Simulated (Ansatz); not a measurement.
Anatase TiO2 (metastable phase), relaxed in Ansatz (plane waves) with several semilocal functionals. Each gives its own volume and its own elastic constant C11:

```csv
level,V0 (Å³/atom),elastic constant C11 (GPa),ln V0,ln C11
LDA,11.018,388.9,2.3995,5.9633
r²SCAN,11.398,363.9,2.4334,5.8969
PBE,11.667,319.8,2.4568,5.7677
```

### Question
Fit a straight line to ln C11 against ln V0. What does it predict for PBEsol, whose volume is 11.313 Å³/atom?

### Answer
With x = ln V0 and y = ln C11: means 2.42990 and 5.87597; Σ(Δx Δy) = -0.005494, Σ(Δx²) = 0.001660, so the slope is -3.31. At x = 2.4260 the line gives y = 5.87597 + (-3.31) × (2.4260 − 2.42990) = 5.8889, or 361.0 GPa. The run with PBEsol gives 355.8 GPa, -1.4 % from the line. The rows used scatter about it by up to 3.3 %, while the largest value lies 22 % above the smallest.

Ansatz's density-functional and Hartree–Fock values are scalar-relativistic unless marked +SOC, with PAW data made under PBE.

Ansatz is a program for electronic structure.
